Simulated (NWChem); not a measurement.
Atomisation of chloromethane (CH₃Cl)

```
C
H 1 1.1057
H 1 1.1057 2 109.81
H 1 1.1057 2 109.81 3 -120.84
Cl 1 1.7911 2 109.13 3 119.58
```
Charge 0, spin multiplicity 1.

Program: NWChem. Structure: optimised with PBE/def2-SVP, a minimum by its harmonic frequencies.

Basis set: def2-TZVP. The atomisation energy is electronic alone: no zero-point, thermal, spin-orbit or counterpoise terms. No value is extrapolated to the basis-set limit. Free atoms are single determinants with multiplicities C 3, Cl 2, H 2.

B3LYP has NWChem's definition, with VWN1-RPA local correlation. The stability of the SCF solutions was not checked.

Q: One of these methods gave an atomisation energy of 391.5 kcal/mol. Which?
A. B3LYP
B. BHandHLYP
C. TPSS
D. r2SCAN

A: A, B3LYP. The others give 382.3 (BHandHLYP), 398.3 (TPSS), 394.3 (r2SCAN).
